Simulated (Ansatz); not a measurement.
Input (CCSDT(Q)/cc-pVTZ; Ansatz, an electronic-structure program):

Ansatz 0.2 input:
```yaml
crystal:
  periodic: [false, false, false]
  atoms:
    - {symbol: O, position_ang: [-1.04654174, -0.38868140, -0.00062933]}
    - {symbol: C, position_ang: [-0.01375265, 0.43909737, 0.00455308]}
    - {symbol: O, position_ang: [1.14788679, 0.22368781, -0.00139048]}
    - {symbol: H, position_ang: [-0.72824441, -1.31463559, -0.01116004]}
basis:
  gaussian:
    orbitals: cc-pVTZ
magnetization: {spin_polarized: true, initial_magnetization: 1}
correlation: {method: ccsdt_q, electrons: outside_noble_gas}
```

Output:

```
Functional definition: HF
integrals: 0.31 GiB planned
1364 factors; integrals over basis functions are off by at most 1.9e-7 eV
mean field: 0.30 GiB planned
mean field evaluation 1: about -5118.5562 eV, gradient 2.6e1 eV
mean field evaluation 2: about -5118.5593 eV, gradient 2.6e1 eV
mean field evaluation 4: about -5121.2301 eV, gradient 3.2e0 eV
mean field evaluation 8: about -5121.3253 eV, gradient 3.3e-1 eV
mean field evaluation 16: about -5118.5551 eV, gradient 2.6e1 eV
mean field -5121.33012041 eV, -188.2054105629 hartree, gradient 2.3e-6 eV, S^2 0.762908; 0 other end points of the search recorded, 0 dependent functions left out
3 core orbitals not correlated
reference -5121.33012041 eV, -188.2054105629 hartree; 9, 8 occupied and 92, 93 virtual orbitals, 1364 factors
second order -16.28577331 eV of doubles, -0.00000000 eV of singles
coupled cluster: 9.74 GiB planned
cycle   1  -15.80551193 eV  change    4.8e-1 eV  update   1.3e-1
cycle   2  -16.62290697 eV  change   -8.2e-1 eV  update   7.1e-2
cycle   3  -17.17685954 eV  change   -5.5e-1 eV  update   2.9e-2
cycle   4  -17.14567238 eV  change    3.1e-2 eV  update   1.2e-2
cycle   5  -17.07665943 eV  change    6.9e-2 eV  update   7.3e-3
cycle   6  -17.08689223 eV  change   -1.0e-2 eV  update   3.3e-3
cycle   7  -17.10672759 eV  change   -2.0e-2 eV  update   1.9e-3
cycle   8  -17.10341838 eV  change    3.3e-3 eV  update   7.2e-4
cycle   9  -17.10050943 eV  change    2.9e-3 eV  update   3.7e-4
cycle  10  -17.10134129 eV  change   -8.3e-4 eV  update   1.7e-4
cycle  11  -17.10105082 eV  change    2.9e-4 eV  update   9.3e-5
cycle  12  -17.10095990 eV  change    9.1e-5 eV  update   5.3e-5
cycle  13  -17.10108549 eV  change   -1.3e-4 eV  update   2.4e-5
cycle  14  -17.10108373 eV  change    1.8e-6 eV  update   1.1e-5
cycle  15  -17.10106836 eV  change    1.5e-5 eV  update   6.8e-6
cycle  16  -17.10107409 eV  change   -5.7e-6 eV  update   2.5e-6
cycle  17  -17.10107707 eV  change   -3.0e-6 eV  update   1.5e-6
cycle  18  -17.10107618 eV  change    8.9e-7 eV  update   8.0e-7
perturbative correction -0.04583573 eV, -0.0016844319 hartree
Total energy: -5138.47703232 eV, -188.8355479530 hartree
```
